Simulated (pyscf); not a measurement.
Thermochemistry of product channels of H₂B–O–SiH₃ + hydrogen fluoride (HF) on the singlet surface, in kJ/mol, from CCSD(T)/def2-TZVPP + ΔMP2(QZVPP) energies (ideal gas, 1 atm, RRHO with modes under 100 cm⁻¹ raised to 100, one conformer, R ln 2 for chiral ones without a mode under 150 cm⁻¹). PySCF, gas phase, ωB97X-D3(BJ)/def2-SVP geometries. Correlated levels are frozen-core, on RHF or UHF. ΔMP2 is the change of the MP2 total energy from the triple- to the quadruple-zeta basis.

| products | ΔE | ΔH(298 K) | ΔG(600 K) | ΔG(1200 K) |
|---|---|---|---|---|
| F–SiH₃ + H₂B–OH | -45.0 | -40.9 | -41.9 | -37.3 |
| silanol (HO–SiH₃) + H₂B–F | -1.9 | -1.4 | -9.3 | -13.6 |

These are energies of the channels, which say nothing of barriers. The CCSD(T) − MP2 part came from Ansatz, without density fitting, on the same reference.
